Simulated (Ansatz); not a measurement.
Input for Ansatz (development build ahead of 0.2.0):

```yaml
crystal:
  periodic: [false, false, false]
  atoms:
    - { symbol: C, position_ang: [-0.03816, 0.02275, -0.30862] }
    - { symbol: H, position_ang: [-0.06611, 0.0059, 1.10125] }
basis:
  gaussian: { orbitals: aug-cc-pVDZ }
magnetization:
  spin_polarized: true
  initial_magnetization: 1
hamiltonian:
  xc: hf
correlation:
  method: mp2
  frozen_orbitals: { C: 1, H: 0 }
```

The input is written out in the form of the current development build from the run's settings.

Output:

| Property | Result |
| --- | --- |
| Converged | yes |
| Reference energy | -38.24695 hartree |
| Correlation energy | -0.08162 hartree |
| Total energy | -38.32856 hartree |
| Spin squared of the determinant | 1.002 |

Caution: bonds are stretched, where a single reference can fail; the unrestricted determinant is spin contaminated.
